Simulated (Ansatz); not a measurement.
Al2⁺, doublet: reading a ladder of total energies

Geometry: that of the Al2, triplet, kept fixed.

```xyz
2

Al    0.0000    0.0000    0.0000
Al    0.0000    0.0000    2.4788
```

Basis cc-pVDZ; Ansatz 0.2.0. Correlated methods freeze the noble-gas cores, which leaves 5 electrons in 26 orbitals. Prefix R: restricted or restricted open-shell reference; prefix U: unrestricted.

Full CI is exact within this basis and frozen core; it isn't the basis-set limit. The frozen core follows each run's orbitals, which can shift R against U totals by a few meV.

The cluster runs stand on a determinant 0.20 eV above the lowest UHF solution, chosen by trial CCSD; the correlation energy below is counted from it.

Runs differ by some tens of microhartree through their thresholds and, for an open shell, their frozen cores, so steps under 0.1 kcal/mol mean nothing.

| level | total energy (hartree) |
| --- | --- |
| UHF determinant under the cluster runs | -483.540493 |
| UMP2 | -483.613090 |
| UCCSD | -483.640463 |
| UCCSD(T) | -483.644926 |
| UCCSDT | -483.646495 |
| UCCSDT(Q) | -483.646717 |
| full CI | -483.646765 |

Q: What is the correlation energy at full CI, and what share of it do UMP2 and UCCSD recover?

A: E(corr) = -483.646765 − (-483.540493) = -0.106272 hartree = -2.892 eV. UMP2: -0.072597 / -0.106272 = 68.31 %. UCCSD: -0.099970 / -0.106272 = 94.07 %.

Q: By how many kcal/mol does UCCSD(T) miss full CI (1 hartree = 627.509 kcal/mol), and which steps make up the rest?

A: -483.644926 − (-483.646765) = 0.001839 hartree = 1.15 kcal/mol. Steps: UCCSDT − UCCSD(T) = -0.98, UCCSDT(Q) − UCCSDT = -0.14, full CI − UCCSDT(Q) = -0.03 kcal/mol. With more than one leading determinant such errors change with state and geometry, and needn't cancel in differences.
